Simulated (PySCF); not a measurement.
## What the settings do

Molecule: azetidine, C3H7N; geometry GFN2-xTB.

Molfile (atoms numbered from 1):
```
C3H7N
     RDKit          3D

 11 11  0  0  0  0  0  0  0  0999 V2000
   -0.0896    0.9671    0.0014 C   0  0  0  0  0  0  0  0  0  0  0  0
    1.0107   -0.0545    0.3181 C   0  0  0  0  0  0  0  0  0  0  0  0
   -0.0025   -1.1121    0.3545 N   0  0  0  0  0  0  0  0  0  0  0  0
   -0.9961   -0.2394   -0.2761 C   0  0  0  0  0  0  0  0  0  0  0  0
   -0.3997    1.5472    0.8657 H   0  0  0  0  0  0  0  0  0  0  0  0
    0.0976    1.6310   -0.8386 H   0  0  0  0  0  0  0  0  0  0  0  0
    1.5290    0.0613    1.2721 H   0  0  0  0  0  0  0  0  0  0  0  0
    1.7538   -0.1500   -0.4820 H   0  0  0  0  0  0  0  0  0  0  0  0
    0.2212   -1.9701   -0.1359 H   0  0  0  0  0  0  0  0  0  0  0  0
   -1.9582   -0.2588    0.2399 H   0  0  0  0  0  0  0  0  0  0  0  0
   -1.1606   -0.4189   -1.3450 H   0  0  0  0  0  0  0  0  0  0  0  0
  1  2  1  0
  2  3  1  0
  3  4  1  0
  4  1  1  0
  1  5  1  0
  1  6  1  0
  2  7  1  0
  2  8  1  0
  3  9  1  0
  4 10  1  0
  4 11  1  0
M  END
```

All runs: PySCF 2.14, non-relativistic, gas phase unless a solvent (IEF-PCM) is named; grid level 2, GIAOs and SCF threshold 1e-9 unless changed. The yardstick, PBE0/pcSseg-1, gives these isotropic shieldings σ (ppm, equivalent atoms averaged): C2/C4 136.3, C1 165.6, N3 235.6, H7/H8/H10/H11 27.89, H5/H6 29.45, H9 31.37.

Problem. What do these inputs give? (1) HSE06/MINI; conv 1e-11; (2) solvent water; wB97X/pcSseg-1; aux def2-universal-jkfit

Solution. 
```tsv
run	outcome	functions	wall time	C2/C4	C1	N3	H7/H8/H10/H11	H5/H6	H9
1	converged	27	2.1 s	174.6	200.7	287.7	27.67	28.32	30.39
2	converged	103	5.5 s	141.6	169.6	246.3	28.07	29.50	31.01
```

Times are on 1 thread of an x86-64 server CPU, shared host.

Problem. Comment on the technical settings and failures.

Solution. 
- Run 1: The functional and orbital basis differ from the yardstick's, which in itself moves the values. With 27 functions the basis is far too small for magnetic properties.
- Run 2: The functional and medium differ from the yardstick's, which in itself moves the values. The other auxiliary basis adds little: it changes only the density-fitting error.

Run 1 was set up unsoundly or failed; its numbers aren't to be quoted as properties of the molecule.
